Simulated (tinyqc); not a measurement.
Coupled-perturbed Hartree-Fock on RHF in the sto-3g basis, for H3O+, spin multiplicity 1, step by step. One step of it, computed by the program tinyqc.

Question. Iteration 8 (converged): orbitals. Diagonalise F' = X^T F X, C = X C', fill 5 alpha and 5 beta electrons from the bottom; D = 2 C_occ C_occ^T. Each column has its largest component positive (the first on a tie).

converged F (hartree):
```
             1O 1s      1O 2s     1O 2px     1O 2py     1O 2pz      2H 1s      3H 1s      4H 1s
1O 1s   -20.776746  -5.288648   0.000006   0.000000   0.008006  -0.867103  -0.868136  -0.868136
1O 2s    -5.288648  -2.881220   0.000077   0.000000   0.030786  -0.962631  -0.963427  -0.963427
1O 2px    0.000006   0.000077  -0.781445   0.000000  -0.000014  -0.576585   0.288304   0.288304
1O 2py    0.000000   0.000000   0.000000  -0.781641   0.000000   0.000000  -0.499620   0.499620
1O 2pz    0.008006   0.030786  -0.000014   0.000000  -0.836950   0.082755   0.082826   0.082826
2H 1s    -0.867103  -0.962631  -0.576585   0.000000   0.082755  -0.709563  -0.250093  -0.250093
3H 1s    -0.868136  -0.963427   0.288304  -0.499620   0.082826  -0.250093  -0.710043  -0.250180
4H 1s    -0.868136  -0.963427   0.288304   0.499620   0.082826  -0.250093  -0.250180  -0.710043
```

X:
```
            1O 1s      1O 2s     1O 2px     1O 2py     1O 2pz      2H 1s      3H 1s      4H 1s
1O 1s    1.024380  -0.142949   0.000005   0.000000   0.002022   0.018180   0.018193   0.018193
1O 2s   -0.142949   1.216316  -0.000077   0.000000  -0.019481  -0.212930  -0.213189  -0.213189
1O 2px   0.000005  -0.000077   1.085189   0.000000   0.000010  -0.216838   0.108459   0.108459
1O 2py   0.000000   0.000000   0.000000   1.085325   0.000000   0.000000  -0.187977   0.187977
1O 2pz   0.002022  -0.019481   0.000010   0.000000   1.001952   0.021416   0.021449   0.021449
2H 1s    0.018180  -0.212930  -0.216838   0.000000   0.021416   1.129389  -0.046394  -0.046394
3H 1s    0.018193  -0.213189   0.108459  -0.187977   0.021449  -0.046394   1.129602  -0.046406
4H 1s    0.018193  -0.213189   0.108459   0.187977   0.021449  -0.046394  -0.046406   1.129602
```

Give: F' = X^T F X; orbital energies; coefficients C; D after iteration 8.

Answer.

F' = X^T F X (hartree):
```
          1        2        3        4        5        6        7        8
1  -20.3953  -2.7171   0.0000   0.0000   0.0139  -0.0975  -0.0978  -0.0978
2   -2.7171  -1.6733  -0.0001   0.0000  -0.0155  -0.4183  -0.4187  -0.4187
3    0.0000  -0.0001  -0.5456   0.0000   0.0000  -0.4753   0.2377   0.2377
4    0.0000   0.0000   0.0000  -0.5455   0.0000   0.0000  -0.4119   0.4119
5    0.0139  -0.0155   0.0000   0.0000  -0.8310   0.0560   0.0561   0.0561
6   -0.0975  -0.4183  -0.4753   0.0000   0.0560  -0.3008  -0.0512  -0.0512
7   -0.0978  -0.4187   0.2377  -0.4119   0.0561  -0.0512  -0.3007  -0.0513
8   -0.0978  -0.4187   0.2377   0.4119   0.0561  -0.0512  -0.0513  -0.3007
```

orbital energies (hartree): MO1 -20.7852, MO2 -1.6680, MO3 -0.9985, MO4 -0.9982, MO5 -0.8404, MO6 -0.0091, MO7 0.2031, MO8 0.2035

coefficients C:
```
            MO1      MO2      MO3      MO4      MO5      MO6      MO7      MO8
1O 1s    0.9942  -0.2418   0.0000   0.0000  -0.0238  -0.1523  -0.0002   0.0000
1O 2s    0.0254   0.8946   0.0000   0.0002   0.1174   0.9065   0.0011   0.0000
1O 2px   0.0000  -0.0001   0.0000   0.6937  -0.0001   0.0007  -0.8758   0.0000
1O 2py   0.0000   0.0000   0.6936   0.0000   0.0000   0.0000   0.0000   0.8761
1O 2pz  -0.0009  -0.0370   0.0000   0.0001   0.9901  -0.1549  -0.0002   0.0000
2H 1s   -0.0042   0.1006   0.0000   0.4182  -0.0459  -0.6268   0.8905   0.0000
3H 1s   -0.0042   0.1007   0.3621  -0.2090  -0.0458  -0.6260  -0.4461  -0.7718
4H 1s   -0.0042   0.1007  -0.3621  -0.2090  -0.0458  -0.6260  -0.4461   0.7718
```

D after iteration 8:
```
          1O 1s    1O 2s   1O 2px   1O 2py   1O 2pz    2H 1s    3H 1s    4H 1s
1O 1s    2.0952  -0.3878   0.0000   0.0000  -0.0311  -0.0548  -0.0548  -0.0548
1O 2s   -0.3878   1.6294   0.0001   0.0000   0.1664   0.1692   0.1691   0.1691
1O 2px   0.0000   0.0001   0.9623   0.0000   0.0000   0.5801  -0.2900  -0.2900
1O 2py   0.0000   0.0000   0.0000   0.9621   0.0000   0.0000   0.5023  -0.5023
1O 2pz  -0.0311   0.1664   0.0000   0.0000   1.9634  -0.0982  -0.0982  -0.0982
2H 1s   -0.0548   0.1692   0.5801   0.0000  -0.0982   0.3742  -0.1503  -0.1503
3H 1s   -0.0548   0.1691  -0.2900   0.5023  -0.0982  -0.1503   0.3741  -0.1503
4H 1s   -0.0548   0.1691  -0.2900  -0.5023  -0.0982  -0.1503  -0.1503   0.3741
```
